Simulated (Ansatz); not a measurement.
BClHO (`O[B]Cl`) radical, relaxed with UKS PBE-D4/def2-SVP in Ansatz from a rough embedded geometry. The force threshold is 0.03 eV/Å; the program also tests the step.

The species carries charge 0 and has multiplicity 2.

Start:

```xyz
4

O     0.299    0.171   -0.941
B    -0.262    0.608    0.358
Cl   -1.284   -0.572    1.302
H     1.247   -0.207   -0.719
```

```csv
step,energy (eV),largest force (eV/Å),largest move (Å)
1,-15247.5175,3.170,0.000
2,-15247.8473,1.837,0.095
3,-15248.0761,2.357,0.195
4,-15248.3303,0.467,0.200
5,-15248.3569,0.176,0.088
6,-15248.3578,0.102,0.016
7,-15248.3584,0.010,0.008
```

End:

```xyz
4

O     0.347   -0.151   -0.733
B    -0.025    0.235    0.501
Cl   -1.522   -0.325    1.231
H     1.199    0.241   -0.999
```

Run time 6.5 s (2 threads of a server CPU on a shared host); peak host memory 0.15 GiB.
